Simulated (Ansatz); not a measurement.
C$_{2}$H$_{3}$NO (`C=CN=O`) at its PBE0-D4/def2-TZVP geometry, where that method's forces vanish. The species carries charge 0 and has multiplicity 1.

```xyz
7

C    -0.4433    0.8239    0.5246
C     0.0660   -0.3355    0.1231
N     0.5412   -0.4005   -1.2133
O     0.9905   -1.4750   -1.5186
H    -0.8293    0.9660    1.5259
H    -0.4757    1.6577   -0.1680
H     0.1506   -1.2366    0.7263
```

Question: What forces (eV/Å) does PBE-D4/def2-TZVPP give on these atoms in Ansatz 0.2.0? (Estimate.)

Answer: Computed: 
```
C1  -0.193  0.380  0.209
C2   0.072 -0.264  0.038
N3  -0.438  1.317  0.043
O4   0.633 -1.438 -0.502
H5  -0.087  0.050  0.209
H6  -0.006  0.181 -0.154
H7   0.019 -0.226  0.158
```
